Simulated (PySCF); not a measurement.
# Na2⁺: the SCF solver's settings

The same problem is solved with other solver options, one edit a run.

Program: PySCF 2.14.0. Level of theory: each script names its method and basis. These are calculated values, not measurements.

### Step 1. Where the work starts

Na2⁺: 2 atoms, charge 1, spin multiplicity 2.

No contacts short enough for the rule that draws bonds.

### Step 2. The run that the others are compared with

Contents of input.py:

```python
from pyscf import gto, scf
from pyscf.prop.polarizability import uhf as pol

mol = gto.M(
    atom='Na 0 0 0; Na 0 0 3.737',
    basis='6-311++g**',
    charge=1,
    spin=1,
    symmetry=True,
    verbose=4,
)
mf = scf.UHF(mol)
mf.kernel()
print('polarizability (a.u.)')
print(pol.Polarizability(mf).polarizability().round(4))
mf.dip_moment()
print('orbital energies (hartree):', [e[max(0, n-3):n+3].round(4) for e, n in zip(mf.mo_energy, mol.nelec)])
```

On the command line:

```
> OMP_NUM_THREADS=1 python input.py
```

Its log is not repeated here.

Base result: E(SCF) = -323.544915 Eh, 9 cycles, ⟨S²⟩ = 0.750, α(xx, yy, zz) = 85.5, 85.5, 150.1 bohr³.

The bond length is a typed value, not an optimised one. The dipole of an ion depends on the origin.

### Step 3. Damping 0.95

Edit 1 changes damping: none → 0.95.

Contents of input.py:

```python
from pyscf import gto, scf
from pyscf.prop.polarizability import uhf as pol

mol = gto.M(
    atom='Na 0 0 0; Na 0 0 3.737',
    basis='6-311++g**',
    charge=1,
    spin=1,
    symmetry=True,
    verbose=4,
)
mf = scf.UHF(mol)
mf.damp = 0.95
mf.diis_start_cycle = 8
mf.kernel()
print('polarizability (a.u.)')
print(pol.Polarizability(mf).polarizability().round(4))
mf.dip_moment()
print('orbital energies (hartree):', [e[max(0, n-3):n+3].round(4) for e, n in zip(mf.mo_energy, mol.nelec)])
```

On the command line:

```
> OMP_NUM_THREADS=1 python input.py
```

### Step 4. Damping 0.5

Edit 2 changes damping: none → 0.5.

Changes to input.py since step 2:

```diff
@@ -12,2 +12,4 @@
 mf = scf.UHF(mol)
+mf.damp = 0.5
+mf.diis_start_cycle = 8
 mf.kernel()
```

### Step 5. Convergence threshold 1e-05 hartree

Edit 3 changes convergence threshold: default → 1e-05 hartree.

Changes to input.py since step 2:

```diff
@@ -12,2 +12,3 @@
 mf = scf.UHF(mol)
+mf.conv_tol = 1e-05
 mf.kernel()
```

### Step 6. Point-group symmetry off

Edit 4 changes point-group symmetry: on → off.

Changes to input.py since step 2:

```diff
@@ -8,3 +8,2 @@
     spin=1,
-    symmetry=True,
     verbose=4,
```

### Step 7. Level shift 0.1 hartree

Edit 5 changes level shift: none → 0.1 hartree.

Changes to input.py since step 2:

```diff
@@ -12,2 +12,3 @@
 mf = scf.UHF(mol)
+mf.level_shift = 0.1
 mf.kernel()
```

### Step 8. Second-order solver on

Edit 6 changes second-order solver: off → on.

Changes to input.py since step 2:

```diff
@@ -12,2 +12,3 @@
 mf = scf.UHF(mol)
+mf = mf.newton()
 mf.kernel()
```

What does the calculation give? Wanted: for each run, E(SCF); from base; gap, α spin.

**Answer**, as computed:

```tsv
run	E(SCF) (hartree)	from base (eV)	cycles	gap, α spin (eV)
base	-323.544915	0	9	6.14
damping 0.95	-323.544915	0.0000	15	6.14
damping 0.5	-323.544915	0.0000	13	6.14
convergence threshold 1e-05 hartree	-323.544915	0.0000	6	6.14
point-group symmetry off	-323.544915	0.0000	9	6.14
level shift 0.1 hartree	-323.544915	0.0000	11	6.14
second-order solver on	-323.544915	0.0000	3 macro	6.14
```

Distance from each run's final energy (log10 hartree) by cycle:

```tsv
run	cycle 1	cycle 2	cycle 3	cycle 5	cycle 8	cycle 12
base	-1.8	-2.4	-3.0	-5.8	-10.7	done
damping 0.95	-1.8	-1.8	-1.8	-1.9	-2.5	-7.3
damping 0.5	-1.8	-2.1	-2.3	-2.8	-3.9	-10.2
convergence threshold 1e-05 hartree	-1.8	-2.4	-3.0	-5.8	done	done
point-group symmetry off	-1.8	-2.4	-3.0	-5.8	-10.7	done
level shift 0.1 hartree	-1.8	-2.2	-2.6	-4.3	-7.3	done
second-order solver on	-4.2	< -11	< -11	done	done	done
```

No change of the SCF energy comes from damping 0.95 or damping 0.5 or convergence threshold 1e-05 hartree or point-group symmetry off or level shift 0.1 hartree or second-order solver on. The base needs 9 cycles and the run with damping 0.95 needs 15.
